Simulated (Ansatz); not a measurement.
in.yaml

```yaml
crystal:
  periodic: [false, false, false]
  atoms:
    - {symbol: B, position_ang: [0.000000, 0.000000, -2.436000]}
    - {symbol: Al, position_ang: [0.000000, 0.000000, -0.499000]}
    - {symbol: H, position_ang: [0.000000, 0.000000, 2.935000]}
basis:
  gaussian: {orbitals: 6-31G}
magnetization: {spin_polarized: false, initial_magnetization: 3}
correlation: {active_space: {window: {electrons: 7, orbitals: 6}, fixed_orbitals: true}}
scf: {lower_state_search: off}
output: {forces: true}
```

```sh
$ ansatz run in.yaml --threads 1 --pin off --events-out ev --progress --plain --max-ram 2393MiB
```

Log:

```
these checks for a lower state are left out or cut short: starts, cluster_reference, orbital_swaps, neighbouring_geometries, increment
296 factors; integrals over basis functions are off by at most 2.2e-4 eV
mean field evaluation 1: about -7261.1308 eV, gradient 6.2e0 eV
mean field evaluation 2: about -7261.1504 eV, gradient 6.2e0 eV
mean field evaluation 4: about -7262.0156 eV, gradient 1.6e0 eV
mean field evaluation 8: about -7262.1489 eV, gradient 4.2e-1 eV
mean field evaluation 16: about -7262.1826 eV, gradient 3.5e-1 eV
mean field evaluation 32: about -7262.4539 eV, gradient 5.9e-6 eV
mean field -7262.45390843 eV, -266.8902584669 hartree, gradient 3.9e-6 eV, S^2 3.750000; 1 other end points of the search recorded, 0 dependent functions left out
reference -7262.45390843 eV, -266.8902584669 hartree; 11, 8 occupied and 13, 16 virtual orbitals, 296 factors
state -7262.57648270 eV, -266.8947629881 hartree
the calculation of the forces begins
Total energy: -7262.57648270 eV, -266.8947629881 hartree
Atom 0 at     0.000000     0.000000    -2.436000 Å, force    -0.000000     0.000000    -4.167020 eV/Å
Atom 1 at     0.000000     0.000000    -0.499000 Å, force    -0.000000    -0.000000     4.045483 eV/Å
Atom 2 at     0.000000     0.000000     2.935000 Å, force    -0.000000    -0.000000     0.121538 eV/Å
Dipole moment:     0.000000     0.000000    -0.212510 e Å
Checks for a lower state left out: starts, cluster_reference, orbital_swaps, neighbouring_geometries, increment
```

Natural occupations: 1.9957 1.9820 1.0001 1.0000 0.9993 0.0229.

Forces (eV/Å):
```
B    0.000  0.000 -4.167
Al   0.000  0.000  4.045
H    0.000  0.000  0.122
```

Ran on 1 thread of Arm Neoverse V1, shared host: 0.27 s wall, 0.16 GiB peak host memory.
